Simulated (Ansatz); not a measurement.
**CH4Si2 (SMILES [SiH]#C[SiH3]): one structure at several levels**

An exercise on one series of results from a longer session: the logs are not shown, and one member is left open.

Method: single points in def2-TZVPP; program: Ansatz 0.2.0, Gaussian basis.

Correlated methods freeze the cores.

### The starting structure

SMILES `[SiH]#C[SiH3]`, 7 atoms, charge 0, spin multiplicity 1.

Atoms are counted from 1 here; the program's logs count them from 0.

Bond lengths: Si1–C2 1.680 Å, Si1–H4 1.443 Å, C2–Si3 1.855 Å, Si3–H5 1.490 Å, Si3–H6 1.441 Å, Si3–H7 1.473 Å. Angles: C2–Si1–H4 165.9°, Si1–C2–Si3 127.3°, C2–Si3–H5 105.8°, C2–Si3–H6 117.0°, C2–Si3–H7 113.8°, H5–Si3–H6 106.2°, H5–Si3–H7 105.9°, H6–Si3–H7 107.3°.

As a file:

```tsv
atom	x (Å)	y (Å)	z (Å)
Si1	-1.6174	-1.1033	-0.6119
C2	-0.4951	0.1288	-0.8271
Si3	0.8645	0.6248	0.3328
H4	-2.6689	-2.0798	-0.7596
H5	1.6063	1.7180	-0.3569
H6	0.4711	1.1528	1.6148
H7	1.8523	-0.4398	0.5814
```

The first run:

The input, run/in.yaml:

```yaml
crystal:
  periodic: [false, false, false]
  atoms:
    - {symbol: Si, position_ang: [-1.617400, -1.103300, -0.611900]}
    - {symbol: C, position_ang: [-0.495100, 0.128800, -0.827100]}
    - {symbol: Si, position_ang: [0.864500, 0.624800, 0.332800]}
    - {symbol: H, position_ang: [-2.668900, -2.079800, -0.759600]}
    - {symbol: H, position_ang: [1.606300, 1.718000, -0.356900]}
    - {symbol: H, position_ang: [0.471100, 1.152800, 1.614800]}
    - {symbol: H, position_ang: [1.852300, -0.439800, 0.581400]}
basis:
  gaussian: {orbitals: def2-TZVPP}
correlation: {method: ccsd_t}
output: {forces: true}
```

The command line of these runs was not kept.

Among the steps run: CCSD(T)/def2-TZVPP; PBE0-D4/def2-TZVPP; wB97M-V/def2-TZVPP; r2SCAN-D4/def2-TZVPP; PBE-D4/def2-TZVPP; wB97X-V/def2-TZVPP; r2SCANh-D4/def2-TZVPP.

One table of the session follows, with a row left open; its other results are not shown here.

```
    method  RMS force component (eV/Å)  angle to CCSD(T) forces (°)  dipole (D)
   CCSD(T)                       0.620                    reference        3.23
   PBE0-D4                       0.859                         15.6        3.62
   wB97M-V                       0.931                         20.0        3.89
 r2SCAN-D4                       0.778                         12.7        3.46
    PBE-D4                           ?                            ?           ?
   wB97X-V                       0.990                         19.9        3.97
r2SCANh-D4                       0.823                         14.6        3.57
```

**Question.** Estimate the row for PBE-D4.

**Answer.** RMS force component (eV/Å): 0.726; angle to CCSD(T) forces (°): 13.2; dipole (D): 3.26. In the column «RMS force component (eV/Å)» it lies between CCSD(T) (0.620) and r2SCAN-D4 (0.778).
